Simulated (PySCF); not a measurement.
**Magnetic susceptibility: `P`, H3P**

Cartesian coordinates in Å; atom numbers follow the order of the lines, from 1:
```xyz
4

P    -0.0037    0.0053    0.5048
H    -0.5815    1.0469   -0.2843
H     1.1976   -0.0154   -0.2685
H    -0.6119   -1.0250   -0.2763
```

Theory: GIAO B3LYP/aug-pcSseg-1 magnetisability, rotational g tensor and spin-rotation constants, non-relativistic, gas phase (PySCF). Geometry: PBE0-D3(BJ)/def2-SVP.

(1) What are the magnetisability and the molar susceptibility?

(2) Split it along the inertial axes a, b, c into diamagnetic and paramagnetic parts about the centre of mass, with the quadrupole moment.

(3) And the rotational g tensor?

## Answers

(1) Isotropic -464 × 10⁻³⁰ J/T², or -28.0 × 10⁻⁶ cm³/mol; principal values -480, -480, -433 × 10⁻³⁰ J/T², anisotropy 47 × 10⁻³⁰ J/T² (root of half the summed squared differences of the principal values). The susceptibility is in cgs units.

(2) 
| axis | χ (10⁻⁶ cm³/mol) | diamagnetic (10⁻⁶ cm³/mol) | paramagnetic (10⁻⁶ cm³/mol) | summed x² of all electrons (Å²) | quadrupole Θ (D Å) |
| --- | --- | --- | --- | --- | --- |
| a | -28.9 | -44.2 | 15.3 | 5.3 | +1.08 |
| b | -28.9 | -44.2 | 15.3 | 5.3 | +1.08 |
| c | -26.1 | -44.6 | 18.5 | 5.2 | -2.15 |

Anisotropies 2χaa − χbb − χcc = -2.8 and 2χbb − χaa − χcc = -2.8 × 10⁻⁶ cm³/mol. Θ is traceless in Buckingham's convention.

(3) 
| axis | rotational constant (GHz) | g | nuclear part | electronic part |
| --- | --- | --- | --- | --- |
| a | 131.4432 | +0.0376 | 0.9796 | -0.9420 |
| b | 131.4387 | +0.0376 | 0.9795 | -0.9419 |
| c | 116.7818 | -0.0180 | 0.9995 | -1.0175 |

Oblate top; isotopes 1H, 31P; no vibrational averaging.
